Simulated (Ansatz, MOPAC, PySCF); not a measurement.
Barrier height from F− + CH3Cl (SMILES CCl) to the transition structure CH3ClF, without zero-point energy, on the benchmark's geometries as Psi4's copy of the set gives them.
Transition structure (charge -1, multiplicity 1):
```xyz
6

F      0.0000     0.0000    -2.5379
C      0.0000     0.0000    -0.4884
H      0.0000     1.0621    -0.6150
H     -0.9198    -0.5310    -0.6150
H      0.9198    -0.5310    -0.6150
Cl     0.0000     0.0000     1.6245
```

Open shells are unrestricted; no spin–orbit coupling.

Rows in 6-31G* carry no dispersion term and start afresh at each structure (6-31G* with six Cartesian d functions). The state reached by PM6 isn't checked.

Programs: Ansatz (Gaussian orbitals); MOPAC for PM6 (differences of heats of formation); PySCF for 6-31G* rows. Values without a source in brackets are computed.

One of these levels gives -11.32 kcal/mol for the barrier height. Which?
A) r2SCAN/def2-TZVPPD
B) PM6
C) HF/aug-cc-pV(D+d)Z
D) B3LYP/6-31G*

C, HF/aug-cc-pV(D+d)Z. The others give -8.36 (PM6), -18.08 (r2SCAN/def2-TZVPPD), -45.04 (B3LYP/6-31G*)

Ansatz is a first-principles code.
